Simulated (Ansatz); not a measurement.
We consider rock-salt ZrC, described by LC-ωPBE (Ansatz, a program for electronic structure, plane waves, PAW).

Settings: plane-wave cutoff 460 eV, 10×10×10 k mesh, Fermi–Dirac smearing 0.05 eV, scalar-relativistic PAW data made under PBE.

Cell (relaxed at this level):

```xyz
2
Lattice="0.0000 2.3414 2.3414 2.3414 0.0000 2.3414 2.3414 2.3414 0.0000" Properties=species:S:1:pos:R:3 pbc="T T T"
Zr     0.0000     0.0000     0.0000
C      2.3414     2.3414     2.3414
```

Task: Predict the bulk modulus and pressure derivative B′ of the bulk modulus.

Result: 
* **bulk modulus**: 255 GPa
* **pressure derivative B′ of the bulk modulus**: 3.8

Measured, for comparison: bulk modulus 223 GPa (temperature not stated, not corrected to a static lattice, from single-crystal elastic constants, our sources range from 208 to 223; as tabulated in arXiv:1102.4063). Computed (rounded) less measured: bulk modulus +14 % (+14 % to +23 % over the range).

The computed numbers hold no vibrational or temperature effects.
